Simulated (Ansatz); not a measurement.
Energy needed to pull apart BNH3Cl, singlet, into free ground-state atoms, from the structure below (displaced at random from a GFN2-xTB minimum); no zero-point or spin–orbit terms; open-shell atoms are treated unrestricted, in their ground-state multiplicity.

```
atom    x (Å)    y (Å)    z (Å)
  N1  -0.4317  -0.0040  -0.6636
  B2   0.1945  -0.1906   0.3057
 Cl3   0.6257   1.0098   1.5993
  H4  -0.5151  -0.8023  -1.4134
  H5  -0.8051   0.8373  -0.7860
  H6   0.9762  -1.2207   0.7878
```

Program: Ansatz 0.2.0. Basis: def2-TZVPP. Cores are frozen in the correlated methods.

```tsv
method	atomization energy (eV)
PBE-D4	20.42
BLYP-D4	19.98
r2SCAN-D4	19.97
PBE0-D4	20.02
wB97X-V	19.91
wB97M-V	20.07
HF	13.87
MP2	?
CCSD	?
CCSD(T)	19.07
```

Q: What does MP2 give? (An estimate is asked for; the value comes from the calculation.)

A: The calculation gives: 19.52 eV, which is about 0.45 eV more than CCSD(T)/def2-TZVPP.

Q: What does CCSD give? (An estimate is asked for; the value comes from the calculation.)

A: The calculation gives: 18.76 eV, which is about 0.32 eV less than CCSD(T)/def2-TZVPP.

In triple zeta the MP2 and coupled-cluster atomization energies are still short of their basis limit by a few kcal/mol a bond, whereas those of the functionals are nearly converged, so these differences are not deviations from converged CCSD(T).

The T1 diagnostic stays at or below 0.010.

For scale, one of the runs: CCSD(T)/def2-TZVPP forces, 146 basis functions, launched by `ansatz run in.yaml --threads 4 --pin off --events-out ev --progress --plain --max-ram 5222MiB`. Hardware: 4 CPU threads of an AMD EPYC 7R43, shared host. Wall time 35 s; peak host memory 1.6 GiB.
